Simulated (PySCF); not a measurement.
## Highest orbital energy against ionisation energy along the second row

Calculated with PySCF 2.14, no spin-orbit coupling. Each cell gives −ε(HOMO) / ΔSCF in eV; NIST values include spin-orbit coupling, (s) semi-empirical, (t) theoretical.

```json
{"species": "Li (x2c-QZVPPall, spin-free X2C)", "UHF": "5.344 / 5.343", "LDA": "3.165 / 5.474", "PBE": "3.223 / 5.586", "PBE0": "3.829 / 5.569", "r2SCAN": "3.270 / 5.391", "NIST (lowest levels)": "5.392"}
{"species": "Be (x2c-QZVPPall, spin-free X2C)", "UHF": "8.417 / 8.044", "LDA": "5.598 / 9.027", "PBE": "5.608 / 8.998", "PBE0": "6.493 / 8.972", "r2SCAN": "5.747 / 8.795", "NIST (lowest levels)": "9.323"}
{"species": "B (x2c-QZVPPall, spin-free X2C)", "UHF": "8.671 / 8.040", "LDA": "4.104 / 8.643", "PBE": "4.161 / 8.669", "PBE0": "5.368 / 8.644", "r2SCAN": "4.583 / 8.763", "NIST (lowest levels)": "8.298"}
{"species": "C (x2c-QZVPPall, spin-free X2C)", "UHF": "11.939 / 10.796", "LDA": "6.111 / 11.686", "PBE": "6.079 / 11.533", "PBE0": "7.639 / 11.508", "r2SCAN": "6.560 / 11.660", "NIST (lowest levels)": "11.260"}
{"species": "N (x2c-QZVPPall, spin-free X2C)", "UHF": "15.521 / 13.887", "LDA": "8.377 / 14.998", "PBE": "8.273 / 14.718", "PBE0": "10.195 / 14.692", "r2SCAN": "8.875 / 14.794", "NIST (lowest levels)": "14.534"}
{"species": "O (x2c-QZVPPall, spin-free X2C)", "UHF": "14.182 / 12.012", "LDA": "7.399 / 13.983", "PBE": "7.547 / 14.040", "PBE0": "9.450 / 13.830", "r2SCAN": "7.883 / 13.692", "NIST (lowest levels)": "13.618"}
{"species": "F (x2c-QZVPPall, spin-free X2C)", "UHF": "18.481 / 15.637", "LDA": "10.313 / 17.935", "PBE": "10.248 / 17.629", "PBE0": "12.528 / 17.423", "r2SCAN": "10.746 / 17.515", "NIST (lowest levels)": "17.423"}
{"species": "Ne (x2c-QZVPPall, spin-free X2C)", "UHF": "23.122 / 19.641", "LDA": "13.507 / 22.160", "PBE": "13.299 / 21.628", "PBE0": "15.961 / 21.422", "r2SCAN": "13.946 / 21.458", "NIST (lowest levels)": "21.565"}
```

Question: How far is −ε(HOMO) from ΔSCF on average for each method, and why?

Answer: UHF 1.53 eV; LDA -5.67 eV; PBE -5.55 eV; PBE0 -3.82 eV; r2SCAN -5.06 eV. Hartree-Fock orbital energies lack relaxation and so exceed the ΔSCF value; semilocal functionals have convex E(N) from self-interaction, so their HOMO lies far too high; exact exchange moves hybrids part of the way back.
